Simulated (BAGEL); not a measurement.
# CASPT2(13,11)/def2-TZVP (density fitting with cc-pvqz-jkfit) run of N2H3 (hydrazinyl radical)

What is the energy change on altering one bond length of N2H3 (hydrazinyl radical) at CASPT2(13,11)/def2-TZVP (density fitting with cc-pvqz-jkfit)? 

The calculation is run with BAGEL 1.2.2.

1 further run of the same task is left out (set aside as unsound or not needed). Runs told in other sessions of the task aren't counted.

## (1) The system as given

N2H3 has 5 atoms, charge 0, and is taken as a doublet. SMILES: `[NH]N`. The shape is that of a PBE0-D4/def2-TZVP optimisation. This is one conformer, not always the lowest.

Bond lengths: N1–N2 1.338 Å, N1–H3 1.021 Å, N2–H4 1.008 Å, N2–H5 1.012 Å. Angles: N1–N2–H4 113.9°, N1–N2–H5 120.9°, N2–N1–H3 106.1°, H4–N2–H5 114.6°.

## (2) The energy at CASPT2(13,11)/def2-TZVP (density fitting with cc-pvqz-jkfit)

The input, caspt2.json:

```json
{ "bagel": [

{
  "title": "molecule",
  "basis": "def2-tzvp.json",
  "df_basis": "cc-pvqz-jkfit",
  "angstrom": true,
  "geometry": [
    { "atom": "N", "xyz": [   -0.187600,   -0.818050,    0.454040 ] },
    { "atom": "N", "xyz": [   -0.128660,    0.235610,   -0.368450 ] },
    { "atom": "H", "xyz": [    0.759840,   -0.951450,    0.811270 ] },
    { "atom": "H", "xyz": [   -1.030950,    0.592300,   -0.640030 ] },
    { "atom": "H", "xyz": [    0.587360,    0.941580,   -0.256830 ] }
  ]
},
{ "title": "hf", "charge": 1 },
{ "title": "casscf", "nstate": 1, "nact": 11, "nclosed": 2, "nspin": 1, "maxiter": 200, "natocc": true },
{ "title": "print", "file": "orbitals.molden", "orbitals": true },
{ "title": "smith", "method": "caspt2", "ms": true, "xms": true, "sssr": true, "shift": 0.0, "ncore": 2 }

]}
```

The basis set def2-TZVP is read from a file made from the Basis Set Exchange's data (not shown).

Run with:

```
BAGEL_NUM_THREADS=1 BAGEL caspt2.json > caspt2.out
```

The program printed:

```text
* using 1 threads per process

  ===============================================================
  ===============================================================

  *** Geometry ***

  { "atom" : "N", "xyz" : [     -0.354513,     -1.545890,      0.858011 ] },
  { "atom" : "N", "xyz" : [     -0.243132,      0.445238,     -0.696270 ] },
  { "atom" : "H", "xyz" : [      1.435889,     -1.797980,      1.533078 ] },
  { "atom" : "H", "xyz" : [     -1.948213,      1.119285,     -1.209481 ] },
  { "atom" : "H", "xyz" : [      1.109950,      1.779328,     -0.485338 ] },

  Number of auxiliary basis functions:      365

  Since a DF basis is specified, we compute 2- and 3-index integrals:
    o Being stored without compression. Storage requirement is 0.019 GB

  Number of basis functions:       80
  Number of electrons      :       17

    * METHOD: MOLECULE                             0.10

[... 13 lines left out ...]
    * SCF iteration converged.
[... 1 line left out ...]
    * Permanent dipole moment:
[... 22 lines left out ...]
    * Second-order optimization converged. *
[... 13 lines left out ...]
     * ci vector, state   0, <S^2> = 0.7500
[... 4 lines left out ...]
    * METHOD: CASSCF                             107.21

    * METHOD: PRINT                                0.01

  === SMITH program ===

    * freezing 2 orbitals

    * Approximate memory requirement for SMITH calulation per MPI process:
      o Storage requirement for T-amplitude, lambda, and residual is 0.01 GB
      o Storage requirement for MO integrals is 0.01 GB
    * Calculating and saving rdm4f

    * Third and Fock-weighted fourth order RDM ( 1, 1) evaluation
      will be done with 2 passes

    * Zeroth order energy : state  0       -9.0593264096

    * CASPT2 iteration is performed using redundant basis

      ---- iteration ----

        0    -0.29270845     0.00935000      1.09
        1    -0.29523983     0.00104601      1.08
        2    -0.29531241     0.00017298      1.09
        3    -0.29531355     0.00002059      1.09
        4    -0.29531359     0.00000374      1.09
        5    -0.29531359     0.00000059      1.10

      -------------------

    * CASPT2 energy : state  0     -111.0265797981
        reference weight              0.9249065423

    * METHOD: SMITH                               46.21

  ===============================================================
```

Wall time 2.6 min (1 thread of Arm Neoverse V2, shared host); peak memory 13 GiB.

## (3) The distorted shape at the same level

The input, input.json:

```json
{ "bagel" : [

{
  "title" : "molecule",
  "basis" : "def2-tzvp.json",
  "df_basis" : "cc-pvqz-jkfit",
  "angstrom" : true,
  "geometry" : [
    { "atom" : "N", "xyz" : [      -0.205284,      -1.134179,       0.700811 ] },
    { "atom" : "N", "xyz" : [      -0.128660,       0.235610,      -0.368450 ] },
    { "atom" : "H", "xyz" : [       0.742156,      -1.267579,       1.058041 ] },
    { "atom" : "H", "xyz" : [      -1.030950,       0.592300,      -0.640030 ] },
    { "atom" : "H", "xyz" : [       0.587360,       0.941580,      -0.256830 ] }
  ]
},

{
  "title" : "hf",
  "charge" : 1
},

{
  "title" : "casscf",
  "nstate" : 1,
  "nact" : 11,
  "nclosed" : 2,
  "charge" : 0,
  "nspin" : 1,
  "maxiter" : 200,
  "natocc" : true
},

{
  "title" : "print",
  "file" : "orbitals.molden",
  "orbitals" : true
},

{
  "title" : "smith",
  "method" : "caspt2",
  "ms" : true,
  "xms" : true,
  "sssr" : true,
  "shift" : 0.0,
  "ncore" : 2
}

]}
```

The basis set def2-TZVP is read from a file made from the Basis Set Exchange's data (not shown).

Run with:

```
BAGEL_NUM_THREADS=1 BAGEL input.json > input.out
```

The program printed:

```text
* using 1 threads per process

  ===============================================================
  ===============================================================

  *** Geometry ***

  { "atom" : "N", "xyz" : [     -0.387931,     -2.143288,      1.324341 ] },
  { "atom" : "N", "xyz" : [     -0.243132,      0.445238,     -0.696270 ] },
  { "atom" : "H", "xyz" : [      1.402472,     -2.395377,      1.999408 ] },
  { "atom" : "H", "xyz" : [     -1.948213,      1.119285,     -1.209481 ] },
  { "atom" : "H", "xyz" : [      1.109950,      1.779328,     -0.485338 ] },

  Number of auxiliary basis functions:      365

  Since a DF basis is specified, we compute 2- and 3-index integrals:
    o Being stored without compression. Storage requirement is 0.019 GB

  Number of basis functions:       80
  Number of electrons      :       17

    * METHOD: MOLECULE                             0.10

[... 13 lines left out ...]
    * SCF iteration converged.
[... 1 line left out ...]
    * Permanent dipole moment:
[... 22 lines left out ...]
    * Second-order optimization converged. *
[... 23 lines left out ...]
     * ci vector, state   0, <S^2> = 0.7500
[... 8 lines left out ...]
    * METHOD: CASSCF                             168.82

    * METHOD: PRINT                                0.01

  === SMITH program ===

    * freezing 2 orbitals

    * Approximate memory requirement for SMITH calulation per MPI process:
      o Storage requirement for T-amplitude, lambda, and residual is 0.01 GB
      o Storage requirement for MO integrals is 0.01 GB
    * Calculating and saving rdm4f

    * Third and Fock-weighted fourth order RDM ( 1, 1) evaluation
      will be done with 2 passes

    * Zeroth order energy : state  0       -8.5532296707

    * CASPT2 iteration is performed using redundant basis

      ---- iteration ----

        0    -0.28357708     0.00864747      1.09
        1    -0.28583517     0.00098715      1.08
        2    -0.28590060     0.00017040      1.08
        3    -0.28590167     0.00001964      1.09
        4    -0.28590170     0.00000356      1.09
        5    -0.28590170     0.00000058      1.09

      -------------------

    * CASPT2 energy : state  0     -110.9667720605
        reference weight              0.9235531779

    * METHOD: SMITH                               48.53

  ===============================================================
```

Wall time 3.6 min (1 thread of Arm Neoverse V2, shared host); peak memory 13 GiB.

## (4) Outcome

Level: CASPT2(13,11)/def2-TZVP (density fitting with cc-pvqz-jkfit), 2 core orbitals frozen.

| quantity | value |
| --- | --- |
| first shape: total energy | -111.02658 Eh |
| distorted shape: total energy | -110.96677 Eh |
| energy change with the N1–N2 bond stretched from 1.338 to 1.739 Å | 1.627 eV |

With the N1–N2 bond stretched from 1.338 to 1.739 Å the energy rises by 1.63 eV (38 kcal/mol). The first shape isn't relaxed at this level, so the change isn't measured from a minimum.
